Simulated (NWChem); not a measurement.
## Lowest excitation of hydrogen chloride (HCl)

```
Cl
H 1 1.2897
```
Charge 0, spin multiplicity 1.

Everything below was run with NWChem. Structure: optimised with B3LYP/def2-SVP, a minimum by its harmonic frequencies.

Basis set: def2-SVPD.

| method | lowest vertical singlet excitation energy (eV) | relative cost | difference from EOM-CCSD |
|---|---|---|---|
| EOM-CCSD | 7.94 | 10 | 0.00 |
| TD-PBE | 7.33 | under 3 | -0.61 |
| TDA-BHandHLYP | 7.88 | under 3 | -0.06 |
| CIS | 8.41 | 1 | +0.47 |
| TD-B3LYP | 7.48 | under 3 | -0.46 |

The values span 1.08 eV, from TD-PBE (lowest) to CIS (highest). Costs are rough ratios of processor time within this set of runs, SCF included, with CIS as 1.

The correlated methods keep 5 core orbitals frozen. B3LYP has NWChem's definition, with VWN1-RPA local correlation. Coupled-cluster values serve here as a point of comparison, not as the truth.
